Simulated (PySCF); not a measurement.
Isomers of C3H7OP.

All values: CAM-B3LYP/def2-SVPD (PySCF) at GFN2-xTB geometries, gas phase, one conformer each. Core orbitals are frozen in the response; Δα² is half the sum of the squared differences of the principal polarisabilities.

Problem. Rank by HOMO energy, highest first.
A. `[CH2:1]=[P:2][CH2:3][O:4][CH3:5]` with C1–P2–C3–O4 34°, P2–C3–O4–C5 74°
B. `[O:1]=[PH:2]1[CH2:3][CH2:4][CH2:5]1` with O1–P2–C3–C4 -138°, P2–C3–C4–C5 20°, C3–C4–C5–P2 -20°, O1–P2–C5–C4 138°
C. `[H]/[P:5]=[C:3](/[O:2][CH3:1])[CH3:4]` with C1–O2–C3–C4 178°
D. `C[C@@H]1C[P@@H]1=O`

Solution. C (-7.65 eV), A (-8.34 eV), D (-8.56 eV), B (-9.24 eV).

Problem. Rank by polarisability anisotropy Δα, lowest first.
A. `[O:1]=[PH:2]1[CH2:3][CH2:4][CH2:5]1` with O1–P2–C3–C4 -138°, P2–C3–C4–C5 20°, C3–C4–C5–P2 -20°, O1–P2–C5–C4 138°
B. `[CH2:1]=[P:2][CH2:3][O:4][CH3:5]` with C1–P2–C3–O4 34°, P2–C3–O4–C5 74°
C. `C[C@@H]1C[P@@H]1=O`
D. `[H]/[P:5]=[C:3](/[O:2][CH3:1])[CH3:4]` with C1–O2–C3–C4 178°

Solution. A (1.70 Å³), C (1.99 Å³), B (2.73 Å³), D (4.00 Å³).

Problem. Rank by mean static polarisability, lowest first.
A. `[O:1]=[PH:2]1[CH2:3][CH2:4][CH2:5]1` with O1–P2–C3–C4 -138°, P2–C3–C4–C5 20°, C3–C4–C5–P2 -20°, O1–P2–C5–C4 138°
B. `[H]/[P:5]=[C:3](/[O:2][CH3:1])[CH3:4]` with C1–O2–C3–C4 178°
C. `[CH2:1]=[P:2][CH2:3][O:4][CH3:5]` with C1–P2–C3–O4 34°, P2–C3–O4–C5 74°

Solution. A (8.71 Å³), C (10.00 Å³), B (10.28 Å³).

All values together:

```csv
SMILES,μ (D),HOMO (eV),LUMO (eV),α (Å³),Δα (Å³)
C[C@@H]1C[P@@H]1=O,4.11,-8.56,1.19,8.92,1.99
C=PCOC,0.89,-8.34,-0.52,10.00,2.73
O=[PH]1CCC1,4.46,-9.24,1.16,8.71,1.70
[H]/P=C(\C)OC,1.08,-7.65,0.25,10.28,4.00
```

Conformers: `[CH2:1]=[P:2][CH2:3][O:4][CH3:5]` with C1–P2–C3–O4 34°, P2–C3–O4–C5 74°; `[O:1]=[PH:2]1[CH2:3][CH2:4][CH2:5]1` with O1–P2–C3–C4 -138°, P2–C3–C4–C5 20°, C3–C4–C5–P2 -20°, O1–P2–C5–C4 138°; `[H]/[P:5]=[C:3](/[O:2][CH3:1])[CH3:4]` with C1–O2–C3–C4 178°.
